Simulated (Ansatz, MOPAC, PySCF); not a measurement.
Barrier height from H2O (SMILES O) + C2H5 (SMILES [CH2]C) to the transition structure C2H7O, without zero-point energy, on the benchmark's geometries as Psi4's copy of the set gives them.
Transition structure (charge 0, multiplicity 2):
```xyz
10

C      1.458    -0.446     0.025
C      0.469     0.697    -0.027
O     -1.853    -0.315    -0.053
H      1.302    -1.061     0.911
H      1.367    -1.086    -0.851
H      2.482    -0.067     0.057
H      0.471     1.325     0.861
H      0.534     1.303    -0.929
H     -0.630     0.208    -0.078
H     -2.267     0.388     0.466
```
Reactant (charge 0, multiplicity 2):
```xyz
7

C      0.00551    -0.00308    -0.77444
C      0.00551    -0.00308     0.71570
H      0.00551    -1.01684     1.11670
H      0.37965     0.84547    -1.32730
H     -0.88217     0.49798     1.12141
H      0.87299     0.52193     1.11661
H     -0.50719    -0.77526    -1.32801
```

Open shells are unrestricted; no spin–orbit coupling.

The state reached by PM6 isn't checked.

The values were computed with Ansatz (a first-principles code); MOPAC for PM6 (differences of heats of formation); PySCF for the dispersion terms. 

Problem. One of these levels gives 15.73 kcal/mol for the barrier height. Which?
(A) PM6
(B) B3LYP/def2-TZVPPD
(C) revPBE-D3(BJ)/def2-TZVPPD
(D) B3LYP-D4/def2-TZVPPD

Solution. B, B3LYP/def2-TZVPPD. The others give 31.37 (PM6), 11.26 (revPBE-D3(BJ)/def2-TZVPPD), 14.48 (B3LYP-D4/def2-TZVPPD)
